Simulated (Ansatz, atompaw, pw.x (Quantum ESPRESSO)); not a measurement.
## germanium (Ge): one change to the PAW (atompaw) potential, in the atom and in the diamond crystal

Ge, PAW, made with atompaw 4.2.0.5 (PBE, scalar-relativistic). Core [Ar] 3d10, reference 4s1.5 4p2.5. Waves: 4s (bound): rc 1.85 bohr; 4s channel at 0.15 Ry: rc 2.70 bohr; 4p (bound): rc 2.70 bohr; 4p channel at 3.4 Ry: rc 2.50 bohr; 4d channel at 0.15 Ry: rc 2.70 bohr. Local part: bessel scheme, radius 1.85 bohr. Core correction: smooth core density matched at 2.35 bohr. Augmentation charge: sinc compensation charge, radius 2.05 bohr; PAW radius 2.70 bohr; waves and projectors: custom rrkj gramschmidtortho.

Change: local potential troulliermartins scheme with l = 3 at 0 Ry, radius 1.85 bohr.

Cutoffs, loose and tight: the cutoffs (Ry, on a coarse ladder) from which the occupation-weighted sum of valence levels, in a spherical-Bessel basis at the reference potential, stays within 10 and 1 mRy of its value at 400 Ry. They see the waves, projectors and local potential, not the compensation charge or the core.

Crystal test: diamond Ge in pw.x 7.5, no spin, 8³ k-points, Fermi–Dirac smearing 0.01 Ry, cutoffs set for each file from its atomic test. The reference is all-electron LAPW (Ansatz 0.2.0) with the same functional, mesh and smearing; V0 and B0 come from Birch–Murnaghan fits to the pressures at five volumes. Errors are pseudo minus all-electron; Δ is the rms difference of the E(V) curves that follow from these fits, minima aligned, over ±6 % about the mean V0. Mesh and smearing are coarse, so the numbers serve the comparison and aren't converged zero-temperature values; the lattice is a test structure that the element need not adopt.

All-electron: a0 = 5.765 Å (V0 = 23.95 Å³/atom), B0 = 57.6 GPa.

Question: Does the change bring the crystal closer to the all-electron result?

Answer: The mean pressure error goes from +0.39 to -0.12 GPa, so the change moves the solid closer to the all-electron pressures. The B0 error goes the other way, from +2.1 to +4.3 %.

```csv
quantity,base,changed
outcome (atom),generated,generated
"cutoff, loose (atom)",8 Ry,8 Ry
"cutoff, tight (atom)",12 Ry,12 Ry
bound ghosts (atom),none,none
cutoffs in pw.x (Ry),40/400,40/400
a0 (Å),5.777,5.761
a0 error (%),+0.21,-0.07
B0 error (%),+2.1,+4.3
Δ (meV/atom),2.0,0.7
mean pressure error (GPa),+0.39,-0.12
```

Base: The largest radius (2.70 bohr) exceeds half the bond length (2.36 bohr), so the spheres overlap, which is one possible source of error among others. Changed file: The largest radius (2.70 bohr) exceeds half the bond length (2.36 bohr), so the spheres overlap, which is one possible source of error among others. The logarithmic derivative shows an extra or strongly shifted pseudo pole above the reference energy (s near 0.94 Ry). The atomic cutoffs weigh occupied waves only.
